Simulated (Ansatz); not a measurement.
Ansatz (a quantum-chemistry and plane-wave program) input:

Ansatz 0.2 input:
```yaml
crystal:
  periodic: [false, false, false]
  atoms:
    - {symbol: Na, position_ang: [-0.00000000, -0.00000000, -1.43481058]}
    - {symbol: Cl, position_ang: [0.00000000, 0.00000000, 0.92840684]}
basis:
  gaussian:
    orbitals: def2-TZVP
magnetization: {spin_polarized: false}
correlation: {method: mp2, electrons: outside_noble_gas}
relax: {f_tol: 0.003, max_steps: 100}
```

Problem. Predict the final energy.

Solution. -621.63721 Eh (MP2/def2-TZVP). The basis has 69 functions.
